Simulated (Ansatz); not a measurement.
Ansatz (a quantum-chemistry and plane-wave program) input (RI-MP2/cc-pVQZ):
A basis named .json is the Basis Set Exchange file of that set.

Ansatz 0.2 input:
```yaml
crystal:
  periodic: [false, false, false]
  atoms:
    - {symbol: C, position_ang: [0.00197616, -0.00690468, 0.76306921]}
    - {symbol: C, position_ang: [-0.00197616, 0.00690468, -0.76306921]}
    - {symbol: H, position_ang: [0.00893178, 1.00657845, 1.16924397]}
    - {symbol: H, position_ang: [-0.88080553, -0.51392193, 1.15778982]}
    - {symbol: H, position_ang: [0.88088652, -0.52414704, 1.15313496]}
    - {symbol: H, position_ang: [-0.00893178, -1.00657845, -1.16924397]}
    - {symbol: H, position_ang: [-0.88088652, 0.52414704, -1.15313496]}
    - {symbol: H, position_ang: [0.88080553, 0.51392193, -1.15778982]}
basis:
  gaussian:
    orbitals: cc-pVQZ
    fitting: {mean_field: def2-universal-jkfit, correlation: cc-pVQZ-RIFIT.json}
magnetization: {spin_polarized: false}
correlation: {method: mp2, electrons: outside_noble_gas}
```

End of the output:

```
integrals: 0.24 GiB planned
258 factors; integrals over basis functions are off by at most 3.9e0 eV
mean field: 0.60 GiB planned
mean field evaluation 1: about -2154.8624 eV, gradient 2.8e1 eV
mean field evaluation 2: about -2156.5708 eV, gradient 1.1e1 eV
mean field evaluation 4: about -2156.9107 eV, gradient 2.8e-1 eV
mean field evaluation 8: about -2156.9111 eV, gradient 2.4e-6 eV
mean field -2156.91114569 eV, -79.2650225971 hartree, gradient 2.4e-6 eV, S^2 0.000000; 0 other end points of the search recorded, 0 dependent functions left out
2 core orbitals not correlated
594 factors; their error is unknown
reference -2156.91114569 eV, -79.2650225971 hartree; 7, 7 occupied and 281, 281 virtual orbitals, 594 factors
second order -10.67247980 eV of doubles, -0.00000000 eV of singles
Total energy: -2167.58362549 eV, -79.6572289957 hartree
```
